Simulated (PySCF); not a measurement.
# Computed spin Hamiltonian

Compound: C5H7O (doublet state).
Geometry (GFN2-xTB, Å), atoms numbered from 1 in this order:
```xyz
13
C5H7O angstrom
O     -1.7139    1.3968   -0.0977
C     -1.8831    0.0054   -0.1354
C     -0.6295   -0.7895    0.0379
C      0.6018   -0.2437    0.0968
C      1.4426    0.8216    0.0898
C      2.0697   -0.5133    0.2233
H     -0.8896    1.6117   -0.5491
H     -2.3598   -0.2935   -1.0897
H     -2.5954   -0.2383    0.6631
H     -0.7520   -1.8607    0.0947
H      1.6189    1.8675    0.0846
H      2.4757   -0.8242    1.1816
H      2.6102   -0.9393   -0.6175
```

The hyperfine couplings belong to this conformer and change with its torsions.

Identity: `OC[CH]C1=CC1` [radical].

Theory: PySCF, UKS B3LYP, pcH-1 on C H O, non-relativistic, mean-field spin-orbit, GIAO. The structure is a single GFN2-xTB conformer in the gas phase; no vibrational or solvent corrections. Couplings are sensitive to structure, and on GFN2-xTB geometries they can be far from those on DFT ones. No stability test was run, so a lower SCF solution isn't excluded. ⟨S²⟩ is 0.774 where a pure state has 0.75.

```
g1, g2, g3        : 2.00216, 2.00282, 2.00302
g_iso             : 2.00267
Form of g         : rhombic: the two nearest values differ by 24 % of g3 − g1
⟨S²⟩              : 0.7741 (exact 0.7500)
α and β electrons : 23, 22
```

Isotropic coupling and dipolar principal values T1 to T3, in MHz:

```json
{"atom": "O1", "isotope": "17O", "a_iso": "0.3", "T1": "-0.6", "T2": "0.2", "T3": "0.4", "Mulliken spin population": "0.00"}
{"atom": "C2", "isotope": "13C", "a_iso": "-19.7", "T1": "-1.3", "T2": "0.1", "T3": "1.2", "Mulliken spin population": "-0.04"}
{"atom": "C3", "isotope": "13C", "a_iso": "47.3", "T1": "-44.1", "T2": "-43.1", "T3": "87.2", "Mulliken spin population": "0.56"}
{"atom": "C4", "isotope": "13C", "a_iso": "-50.5", "T1": "-28.4", "T2": "7.7", "T3": "20.7", "Mulliken spin population": "-0.23"}
{"atom": "C5", "isotope": "13C", "a_iso": "69.3", "T1": "-58.8", "T2": "-54.3", "T3": "113.1", "Mulliken spin population": "0.70"}
{"atom": "C6", "isotope": "13C", "a_iso": "-16.7", "T1": "-2.6", "T2": "0.0", "T3": "2.5", "Mulliken spin population": "-0.04"}
{"atom": "H7", "isotope": "1H", "a_iso": "-0.5", "T1": "-3.6", "T2": "-0.1", "T3": "3.6", "Mulliken spin population": "0.00"}
{"atom": "H8", "isotope": "1H", "a_iso": "73.2", "T1": "-3.2", "T2": "-2.0", "T3": "5.2", "Mulliken spin population": "0.03"}
{"atom": "H9", "isotope": "1H", "a_iso": "63.6", "T1": "-3.0", "T2": "-2.1", "T3": "5.1", "Mulliken spin population": "0.02"}
{"atom": "H10", "isotope": "1H", "a_iso": "-36.0", "T1": "-20.5", "T2": "-0.9", "T3": "21.4", "Mulliken spin population": "-0.03"}
{"atom": "H11", "isotope": "1H", "a_iso": "-49.4", "T1": "-26.8", "T2": "-0.4", "T3": "27.2", "Mulliken spin population": "-0.03"}
{"atom": "H12", "isotope": "1H", "a_iso": "53.8", "T1": "-3.0", "T2": "-2.1", "T3": "5.1", "Mulliken spin population": "0.02"}
{"atom": "H13", "isotope": "1H", "a_iso": "56.6", "T1": "-2.9", "T2": "-2.3", "T3": "5.2", "Mulliken spin population": "0.02"}
```

The largest Mulliken spin populations are on C5 (+0.70), C3 (+0.56) and C4 (-0.23). The positive populations add up to 1.37 and the negative ones to -0.37, together 2S = 1. The angles at C5 add up to 359.8°, so it is planar; its axial dipolar tensor and the negative coupling of its proton fit spin in a p orbital normal to that plane.

The SMILES `OC[CH]C1=CC1` draws the unpaired electron on C3, whose computed spin population is only +0.56.

Axes: g3 points within 10° of the C4–C5 bond.

Under fast tumbling the dipolar parts average out, and these isotropic splittings remain: 2 × 1H (H8/H9, I = 1/2, 3 lines) with 2.44 mT, 2 × 1H (H12/H13, I = 1/2, 3 lines) with 1.97 mT, 1 × 1H (H11, I = 1/2, 2 lines) with 1.76 mT and 1 × 1H (H10, I = 1/2, 2 lines) with 1.28 mT.

Nuclei that the bonding pattern makes equivalent are averaged, as if the motion that swaps them (rotation, inversion, ring flip) were fast. The 1H value of +68.4 MHz is a mean of couplings from 63.6 to 73.2 MHz in this one geometry, not an average over conformers.

The 13C coupling of C5 (69.3 MHz) shows only in satellite lines or after enrichment, since that isotope makes up about 1.07 % of natural carbon.

The spin density at the nucleus, in bohr⁻³, is negative for C4 (-0.0449), C2 (-0.0176) and C6 (-0.0148), for instance. A restricted open-shell determinant has no negative spin density anywhere; here it arises because α and β orbitals differ (spin polarisation).
